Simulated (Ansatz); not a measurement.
**HB–C–Si⁺, doublet: the ladder up to UCCSDT(Q)**

Geometry: that of the HB–C–Si, singlet, kept fixed.

| atom | x (Å) | y (Å) | z (Å) |
| --- | --- | --- | --- |
| B | 0.0000 | 0.0000 | 0.8065 |
| C | 0.0000 | 0.0000 | -0.5561 |
| Si | 0.0000 | 0.0000 | -2.2314 |
| H | 0.0000 | 0.0000 | 1.9810 |

Basis cc-pVDZ; Ansatz 0.2.0. Only valence electrons are correlated (noble-gas cores frozen), which leaves 11 electrons in 44 orbitals. Prefix R: restricted or restricted open-shell reference; prefix U: unrestricted. Active spaces: frontier = (9e, 9o) about the gap.

Full CI isn't at hand for all of this; UCCSDT(Q) serves as the reference, and is uncertain by the last step of the cluster series or more. The frozen core follows each run's orbitals, which can shift R against U totals by a few meV.

For open shells CISD is restricted-active-space CI with the open shells as a complete middle space.

```
UHF ⟨S²⟩                          : 0.757
T1 diagnostic (RCCSD)             : 0.0178
largest doubles amplitude (RCCSD) : 0.069
T1 diagnostic (UCCSD)             : 0.0162
```

| level | E − E(UCCSDT(Q)) (kJ/mol) | share of correlation (%) | wall time |
| --- | --- | --- | --- |
| RHF | 702.3 | 0.00 | – |
| UHF | 695.8 | 0.92 | – |
| RMP2 | 128.7 | 81.67 | – |
| UMP2 | 129.4 | 81.57 | – |
| CISD | 92.2 | 86.88 | 2.9 s |
| RCCSD | 32.3 | 95.40 | – |
| UCCSD | 32.2 | 95.42 | – |
| RCCSD(T) | 6.0 | 99.15 | 6 s |
| UCCSD(T) | 6.0 | 99.15 | 9 s |
| BCCD(T) | 5.8 | 99.17 | 4.4 s |
| RCCSDT | 2.0 | 99.71 | – |
| UCCSDT | 2.0 | 99.72 | – |
| RCCSDT(Q) | 0.1 | 99.98 | 39 s |

The correlation energy at UCCSDT(Q), counted from RHF, is -7.278 eV. That run took 38 s on 1 thread of Intel Xeon 6975P-C, shared host.

Run but not shown, since their state, orbitals or frozen core can't be matched to the reference's or they repeat it: CASSCF (frontier space), NEVPT2 (frontier space), MRCISD (frontier space), MRCISD+Q (frontier space).

Times hold each run's SCF and search for its determinant on a shared host, so for small cases they say little of a method's own cost; they ran on 1 thread of Intel Xeon 6975P-C. Some runs computed forces too.
